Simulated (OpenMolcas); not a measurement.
SiH3O (SMILES [O][SiH3]): methods side by side

SiH3O: 5 atoms, total charge 0, spin state doublet. SMILES: `[O][SiH3]`. Geometry: relaxed at GFN2-xTB.

```xyz
5

O    -1.4166    0.2678    0.6902
Si   -0.0659    0.0078    0.0199
H    -0.1206   -0.2424   -1.4475
H     0.6859   -1.1593    0.5729
H     0.9172    1.1260    0.1645
```

Quantity: the energy change with the Si2–H5 bond stretched from 1.496 to 2.244 Å, in eV. The values are calculated.

```csv
level,kind,program,value (eV),less FCI/STO-3G,CPU time (all runs)
UHF/STO-3G,Hartree–Fock,OpenMolcas,3.01,+0.58,5.2 s
USVWN5/STO-3G,LDA,OpenMolcas,2.36,-0.07,15 s
UPBE/STO-3G,GGA,OpenMolcas,2.29,-0.14,19 s
U-r2SCAN/STO-3G,meta-GGA,OpenMolcas,2.49,+0.06,25 s
UM06-2X/STO-3G,hybrid meta-GGA,OpenMolcas,2.87,+0.44,33 s
"CASSCF(3,3)/STO-3G",multireference,OpenMolcas,2.72,+0.29,6.6 s
ROCCSD(T)/STO-3G,coupled cluster or CI,OpenMolcas,2.77,+0.34,7.6 s
FCI/STO-3G,exact in the basis,OpenMolcas,2.43,0.00,33 s
```

FCI/STO-3G is exact within its basis and frozen core, so for wave-function methods in that basis the difference is their error; functionals converge differently with the basis, so for them it is only a difference. The first shape isn't each level's own minimum. The values span 2.29 to 3.01 eV. Spin contamination of the reference (⟨S²⟩ at least 0.1 too high) touches UHF/STO-3G, U-r2SCAN/STO-3G, UM06-2X/STO-3G. All rows use very small basis sets, so even the best lies far from the true value. CPU times are rough (shared hosts, several kinds of processor): they show what a rung costs within a factor of a few.
